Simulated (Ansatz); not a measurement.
`ClBCl` + NH₃ → `NBCl` + HCl at 400 K and 1 bar (ligand exchange at a B–Cl bond).

Calculated with Ansatz (gas phase, PBE0-D4/def2-TZVP geometries, no zero-point term in ΔE). CBS: MP2 limit from def2 TZ/QZ plus the TZ coupled-cluster correction, frozen cores. This one scheme is used for every species. Each species was taken in one conformer, which may not be the lowest.

```csv
species,CCSD(T)/CBS energy (Eh),H − E (kJ/mol),S (J/(mol·K))
`ClBCl`,-945.02167,56.2,283.5
NH₃,-56.50880,104.2,203.1
`NBCl`,-541.16722,127.6,286.9
HCl,-460.38127,29.6,195.4
```

H − E and S are ideal-gas, rigid-rotor, harmonic terms from PBE0-D4/def2-TZVP, for one conformer and one mirror image of each species. 1 Eh = 2625.50 kJ/mol, R = 8.31446 J/(mol·K).

Task: By hand: ΔE, ΔH, ΔS and ΔG.

Result: ΔE = (-541.16722) + (-460.38127) − (-945.02167) − (-56.50880) = -0.01802 Eh = -47.3 kJ/mol. Δ(H − E) = 127.6 + 29.6 − 56.2 − 104.2 = -3.2, so ΔH = -50.5 kJ/mol. ΔS = 286.9 + 195.4 − 283.5 − 203.1 = -4.3 J/(mol·K). ΔG = -50.5 − 400 × (-4.3)/1000 = -48.8 kJ/mol.

Task: By hand: the equilibrium constant, and the temperature at which ΔG would vanish if ΔH and ΔS stayed fixed.

Result: log₁₀ K = −ΔG/(RT ln 10) = 6.4. ΔG = 0 at ΔH/ΔS = 11744 K, far beyond where these terms or the molecules hold.

The number of gas molecules stays the same, so ΔS is small and ΔH decides. A doubt of 5 kJ/mol in ΔE shifts log₁₀ K by 0.7 here. Other conformers and mirror images would add mixing entropy, several J/(mol·K) or more a flexible species. These are equilibria of isolated gas molecules and say nothing of rates. Largest T1 diagnostic: 0.012 (customary marks: 0.02 for closed shells, 0.045 for open ones).
